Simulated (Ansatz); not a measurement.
# [H···H···SiH$_{3}$], doublet: transfer scan

Starting geometry:

```yaml
atoms:
  - { symbol: H, position_ang: [-2.6755, 0.0000, 0.0000] }
  - { symbol: H, position_ang: [-1.9305, 0.0000, 0.0000] }
  - { symbol: Si, position_ang: [0.1055, 0.0000, 0.0000] }
  - { symbol: H, position_ang: [0.5555, -1.4163, 0.0000] }
  - { symbol: H, position_ang: [0.5555, 0.7081, -1.2265] }
  - { symbol: H, position_ang: [0.5555, 0.7081, 1.2265] }
```

From there H2 is moved from one fragment to the other while all else, the fragments' distance too, stays fixed; atoms are numbered as listed. Energies are in kJ/mol, counted from the starting geometry at the same level. Kohn–Sham curves are unrestricted where that lies lower.

Basis cc-pVTZ; Ansatz 0.2.0. Only valence electrons are correlated (noble-gas cores frozen). R marks a restricted (for open shells ROHF) determinant, U an unrestricted one.

Full CI isn't at hand for all of this; UCCSDT(Q) serves as the reference, and is uncertain by about the last step of the cluster series.

```tsv
distance H1-H2 (Å)	UCCSDT(Q)	PBE	r2SCAN	PBE0	B3LYP	CAM-B3LYP	wB97M-V	B2PLYP	RPA-PBE
0.745	0.0	0.0	0.0	0.0	0.0	0.0	0.0	0.0	0.0
0.830	6.1	0.4	2.6	2.6	3.4	3.6	5.2	5.2	6.3
1.000	31.9	19.9	23.6	24.3	25.7	25.7	30.3	29.3	32.7
1.171	39.4	33.6	34.0	34.9	36.6	33.9	39.2	37.1	42.4
1.341	43.6	50.1	46.1	46.0	47.6	41.4	45.5	43.2	48.0
```

(1) Judged by the spread of the error over the points with a reference (largest less smallest), which of these follows UCCSDT(Q) best and which worst?

## Answers

(1) Subtracting the UCCSDT(Q) column from each: best B2PLYP (errors from -2.5 to 0.0, spread 2.5 kJ/mol), worst PBE (from -12.0 to 6.5, spread 18.5 kJ/mol). Functionals and wave-function methods converge differently with the basis, so part of this is basis effect.
